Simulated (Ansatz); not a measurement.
**CH2P+ (singlet): the correlation ladder, cc-pVDZ**

The task here is to estimate one member of a computed series from the others.

The runs use Ansatz 0.2.0, Gaussian basis; cc-pVDZ, core rule «outside noble gas», up to 6 orbitals frozen.

The runs, in order: UHF; CCSD(T) on RHF; CCSD(T) on UHF; BCCD(T) on RHF; CISD; CCSDT(Q) on RHF; CCSDT(Q) on UHF; CASSCF and MRCISD+Q, 10 electrons in 10 orbitals; CASSCF and NEVPT2, 10 electrons in 10 orbitals.

17 further runs of the same task are left out: 2 for a mislabelled method, 6 that didn't finish, 9 set aside as unsound or not needed.

## What is computed

The geometry is a PBE0/def2-TZVP stationary point (not a proven minimum) of the parent state, kept for this charge and spin.

4 atoms, charge 1, spin multiplicity 1.

Atoms are counted from 1 here; the program's logs count them from 0.

Bond lengths: C1–P2 1.620 Å, C1–H3 1.081 Å, P2–H4 1.434 Å. Angles: P2–C1–H3 141.3°, C1–P2–H4 98.5°.

Set-up of the first run:

Contents of in.yaml:

```yaml
crystal:
  periodic: [false, false, false]
  atoms:
    - {symbol: C, position_ang: [0.000000, -0.177404, 1.123366]}
    - {symbol: P, position_ang: [0.000000, 0.098678, -0.472892]}
    - {symbol: H, position_ang: [0.000000, 0.343946, 2.069789]}
    - {symbol: H, position_ang: [0.000000, -1.262340, -0.924064]}
basis:
  gaussian: {orbitals: cc-pVDZ}
total_charge: 1
magnetization: {spin_polarized: true, initial_magnetization: 0}
hamiltonian: {xc: hf}
output: {orbitals: {seedname: orbitals}}
```

Started as:

```sh
$ ansatz run in.yaml --threads 1 --pin off --events-out ev --progress --plain --max-ram 2393MiB
```

Among the steps run: UHF; CCSD(T) on RHF; CCSD(T) on UHF; BCCD(T) on RHF; CISD; CCSDT(Q) on RHF; CCSDT(Q) on UHF; CASSCF and MRCISD+Q, 10 electrons in 10 orbitals; CASSCF and NEVPT2, 10 electrons in 10 orbitals.

One table of the session follows, with a row left open; its other results are not shown here.

It belongs to the step «Misses and costs». 

```
          method  from RCCSDT(Q) (meV)
             RHF               +7814.2
             UHF               +7458.2
            RMP2               +1479.9
            CISD               +1235.3
           RCCSD                +515.4
        RCCSD(T)                 +81.1
         BCCD(T)                 +86.8
          RCCSDT                     ?
       RCCSDT(Q)                     0
  CASSCF valence               +3735.4
  NEVPT2 valence                +851.8
  MRCISD valence                +230.6
MRCISD+Q valence                 +27.0
```

Estimate the missing values for RCCSDT.

The run gave: from RCCSDT(Q) (meV): +48.8. In the column «from RCCSDT(Q) (meV)» it lies between MRCISD+Q valence (+27.0) and RCCSD(T) (+81.1).

Not comparable, so not listed: CCSD(T) on UHF; CCSDT(Q) on UHF (they don't share determinant, frozen orbitals or solution with the rows shown, or repeat one).

Caveats from the session: The determinant is far from a pure spin state, so its energy mixes those of several spin states (harmless only where they are near-degenerate, as at dissociation). Warnings: restricted reference is unstable; spin contamination; large T1 diagnostic.
